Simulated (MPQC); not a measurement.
**C2H3F3 (1,1,1-trifluoroethane) at MP2/cc-pVDZ**

Aim: the energy change on altering one bond length of C2H3F3 (1,1,1-trifluoroethane) at MP2/cc-pVDZ, from 2 runs. 

The results are computed with MPQC 2.3.1.

13 further runs of the same task are left out: 3 that didn't finish, 10 set aside as unsound or not needed.

**1. The molecule**

The species is C2H3F3 (8 atoms), meant as a singlet with charge 0. As SMILES, `CC(F)(F)F`. The shape is that of a PBE0-D4/def2-TZVP optimisation.

Bond lengths: C1–C2 1.497 Å, C2–F3 1.341 Å, C2–F4 1.341 Å, C2–F5 1.341 Å, C1–H6 1.089 Å, C1–H7 1.089 Å, C1–H8 1.089 Å. Some angles: C1–C2–F3 111.8°, C1–C2–F4 111.8°, C1–C2–F5 111.8°, F3–C2–F4 107.1°, F3–C2–F5 107.1°, F4–C2–F5 107.1°, C2–C1–H6 109.3°, C2–C1–H7 109.3°, C2–C1–H8 109.3°, H6–C1–H7 109.7°.

**2. The energy at MP2/cc-pVDZ**

run.in

```
molecule<Molecule>: (
  symmetry = c1
  unit = angstrom
  { atoms geometry } = {
    C  [ -0.615400 -0.141500 0.471500 ]
    C  [ 0.557600 0.109900 -0.423700 ]
    F  [ 1.692800 -0.382000 0.093900 ]
    F  [ 0.395200 -0.458200 -1.627700 ]
    F  [ 0.754200 1.420300 -0.629900 ]
    H  [ -0.441600 0.335800 1.434900 ]
    H  [ -0.738000 -1.214600 0.611200 ]
    H  [ -1.512600 0.273100 0.014000 ]
  }
)
basis<GaussianBasisSet>: (
  name = "cc-pVDZ"
  molecule = $:molecule
  basisdir = "."
  puream = yes
)
mpqc: (
  checkpoint = no
  savestate = no
  restart = no
  do_energy = yes
  do_gradient = no
  optimize = no
  mole<MBPT2>: (
    molecule = $:molecule
    basis = $:basis
    memory = 1000000000
    method = mp
    nfzc = 5
    reference<CLHF>: (
      molecule = $:molecule
      basis = $:basis
      total_charge = 0
      memory = 1000000000
      print_evals = yes
      maxiter = 120
      value_accuracy = 1e-08
      guess_wavefunction<CLHF>: (
        molecule = $:molecule
        total_charge = 0
        memory = 1000000000
        value_accuracy = 1e-3
        basis<GaussianBasisSet>: (
          name = "STO-3G"
          molecule = $:molecule
        )
      )
    )
  )
)
```

The basis set cc-pVDZ is read from a file made from the Basis Set Exchange's data (not shown).

On the command line:

```
$ mpqc run.in > run.out
```

Standard output:

```text
MPQC: Massively Parallel Quantum Chemistry
[...]
  LUMO is    22   A =   0.186389
  total scf energy = -375.8402208937
[...]
  MP2 correlation energy [au]:         -0.830767783002
  MP2 energy [au]:                   -376.670988676738
Value of the MolecularEnergy: -376.6709886767
[...]
        symmetry = c1
[...]
```

It took 23 s on 1 thread of Intel Xeon 6975P-C (Granite Rapids), shared host; peak memory 0.5 GiB.

**3. The distorted shape at the same level**

input.in

```
% C2H3F3
molecule<Molecule>: (
   symmetry = c1
   unit = angstrom
   { atoms geometry } = {
      C  [ -1.201938 -0.267208 0.919129 ]
      C  [ 0.557600 0.109900 -0.423700 ]
      F  [ 1.692800 -0.382000 0.093900 ]
      F  [ 0.395200 -0.458200 -1.627700 ]
      F  [ 0.754200 1.420300 -0.629900 ]
      H  [ -1.028138 0.210092 1.882529 ]
      H  [ -1.324538 -1.340308 1.058829 ]
      H  [ -2.099138 0.147392 0.461629 ]
   }
)
basis<GaussianBasisSet>: (
   name = "cc-pVDZ"
   molecule = $:molecule
   basisdir = "."
   puream = yes
)
mpqc: (
   checkpoint = no
   savestate = no
   restart = no
   do_energy = yes
   do_gradient = no
   optimize = no
   mole<MBPT2>: (
      molecule = $:molecule
      basis = $:basis
      memory = 1000000000
      method = mp
      nfzc = 5
      reference<CLHF>: (
         molecule = $:molecule
         basis = $:basis
         total_charge = 0
         memory = 1000000000
         print_evals = yes
         maxiter = 120
         value_accuracy = 1e-08
         guess_wavefunction<CLHF>: (
            molecule = $:molecule
            total_charge = 0
            memory = 1000000000
            value_accuracy = 1e-3
            basis<GaussianBasisSet>: (
               name = "STO-2G"
               molecule = $:molecule
            )
         )
      )
   )
)
```

The basis set cc-pVDZ is read from a file made from the Basis Set Exchange's data (not shown).

On the command line:

```
$ mpqc -o input.out input.in
```

Standard output:

```text
MPQC: Massively Parallel Quantum Chemistry
[...]
  LUMO is    22   A =   0.102049
  total scf energy = -375.7158352585
[...]
  MP2 correlation energy [au]:         -0.846630163710
  MP2 energy [au]:                   -376.562465422231
Value of the MolecularEnergy: -376.5624654222
[...]
        symmetry = c1
[...]
```

It took 23 s on 1 thread of Intel Xeon 6975P-C (Granite Rapids), shared host; peak memory 0.5 GiB.

**4. What came out**

Level: MP2/cc-pVDZ, 5 core orbitals frozen.

| quantity | value |
| --- | --- |
| first shape: total energy | -376.67099 Eh |
| first shape: HOMO energy (Hartree–Fock orbitals) | -15.29 eV |
| first shape: LUMO energy (Hartree–Fock orbitals) | 5.07 eV |
| first shape: HOMO–LUMO gap (Hartree–Fock orbitals) | 20.36 eV |
| first shape: correlation energy (5 core orbitals frozen) | -830.8 mEh |
| distorted shape: total energy | -376.56247 Eh |
| distorted shape: HOMO energy (Hartree–Fock orbitals) | -11.50 eV |
| distorted shape: LUMO energy (Hartree–Fock orbitals) | 2.78 eV |
| distorted shape: HOMO–LUMO gap (Hartree–Fock orbitals) | 14.28 eV |
| distorted shape: correlation energy (5 core orbitals frozen) | -846.6 mEh |
| energy change with the C1–C2 bond stretched from 1.497 to 2.245 Å | 2.953 eV |

**Reading.** With the C1–C2 bond stretched from 1.497 to 2.245 Å the energy rises by 2.95 eV (68 kcal/mol). The first shape isn't relaxed at this level, so the change isn't measured from a minimum.
